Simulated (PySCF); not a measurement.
Isomers of C3H5ClO. Computed with PBE0-D3(BJ)/def2-SVP geometry optimisation, gas phase in PySCF 2.14.0. Energies are electronic, without zero-point or thermal terms, for one conformer each. No frequencies were run at this level. Point groups hold within 0.08 Å.

Task: Order them by energy at this level, lowest first, and give relative energies in kJ/mol.
A. `[CH3:1][O:2]/[CH:3]=[CH:4]\[Cl:5]` with C1–O2–C3–C4 0°
B. `[CH2:1]=[C:2]([Cl:3])[CH2:4][OH:5]` with C1–C2–C4–O5 126°, C2–C4–O5–H 53° (2-chloro-2-propen-1-ol)
C. `[Cl:1][CH:2]1[CH2:3][O:4][CH2:5]1` with Cl1–C2–C3–O4 -126°, C2–C3–O4–C5 9°, C3–O4–C5–C2 -9°, Cl1–C2–C5–O4 126°

Result: B (0.0), C (28.4), A (33.3).

As drawn, the lowest has an O–H bond, which the highest lacks. Neighbours under 10 kJ/mol apart (ClC1COC1 and CO/C=C\Cl) can change places with a better method, another conformer or zero-point energy.

```tsv
SMILES	E (Eh)	E rel (kJ/mol)	dipole (D)	point group	A, B, C (MHz)
C=C(Cl)CO	-652.06485	0.0	1.33	C1	5167, 3489, 2227
ClC1COC1	-652.05403	28.4	1.19	Cs	10669, 2619, 2315
CO/C=C\Cl	-652.05216	33.3	0.65	Cs	7541, 2740, 2036
```

Task: How do the relative energies change in single points at PBE/pcSseg-2 (no added dispersion term) on the same geometries?

Result: 
```tsv
SMILES	PBE0-D3(BJ)/def2-SVP (kJ/mol)	PBE/pcSseg-2 (kJ/mol)	shift
C=C(Cl)CO	0.0	0.0	0.0
ClC1COC1	28.4	43.5	+15.1
CO/C=C\Cl	33.3	40.5	+7.2
```

Each column counts from its own lowest isomer. The lowest isomer stays, but the order above it changes; the largest shift is 15.1 kJ/mol.
